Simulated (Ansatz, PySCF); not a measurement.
Wanted: the gas-phase enthalpy of formation of CN(C)C at 298 K. Reaction (SMILES): CN(C)C [N,N-dimethylmethanamine] + 2 N (NH3) -> 3 CN (CH5N); bond separation energy.

Each molecule is optimised on its own at B3LYP-D3(BJ)/def2-TZVP (Ansatz, a first-principles code). Correlated levels leave the core frozen unless marked. Open shells are spin-unrestricted. No spin-orbit coupling. No relativistic terms. CBS marks a two-point X^-3 extrapolation of the correlation energy; Hartree-Fock from the larger set. The bracket is a focal-point correction in the basis named. Thermal terms are rigid-rotor harmonic-oscillator values from B3LYP-D3(BJ) frequencies (PySCF) at 298.15 K and 1 atm. 1 Eh = 627.5095 kcal/mol. PBE is always shown; the other two functionals were drawn at random. The atomisation route leaves out scalar relativity and anharmonic zero-point terms, the atoms' spin-orbit terms, and in the frozen-core level the core correlation. Atomic data: G2/97 table in ASE.

Tabulated enthalpies of formation of the partners: CN (CH5N) -5.0 kcal/mol, ATcT 1.112; N (NH3) -10.9 kcal/mol, ATcT 1.112.

```
level                                                       computed ΔH of the reaction (kcal/mol)  ΔHf by atomisation and measured atoms (kcal/mol)
----------------------------------------------------------  --------------------------------------  ------------------------------------------------
PBE/def2-TZVPD (Ansatz)                                                                       10.0                                             -21.1
r2SCAN-D4/def2-TZVPD (Ansatz + dftd4)                                                         12.1                                              -2.7
PBE0-D4/def2-TZVPD (Ansatz + dftd4)                                                           11.0                                              -9.6
RI-MP2/CBS(cc-pVTZ,cc-pVQZ)+[CCSD(T)-MP2]/cc-pVTZ (Ansatz)                                    12.3                                              -5.3
```

Task: Derive ΔHf from the reaction at each level, and compare how far the levels part by the two routes.

Result: 
The partners sum to 6.8 kcal/mol (products minus other reactants), so ΔHf = (6.8 - ΔH):
- PBE/def2-TZVPD: -3.2; errors +2.5 by the reaction, -15.4 by atomisation
- r2SCAN-D4/def2-TZVPD: -5.3; errors +0.4 by the reaction, +3.0 by atomisation
- PBE0-D4/def2-TZVPD: -4.2; errors +1.5 by the reaction, -3.9 by atomisation
- RI-MP2/CBS(cc-pVTZ,cc-pVQZ)+[CCSD(T)-MP2]/cc-pVTZ: -5.5; errors +0.2 by the reaction, +0.4 by atomisation
All levels span 2.3 kcal/mol by the reaction and 18.4 by atomisation; without PBE they span 1.3 and 6.9. The errors are against the measured -5.7 kcal/mol (ATcT 1.112).
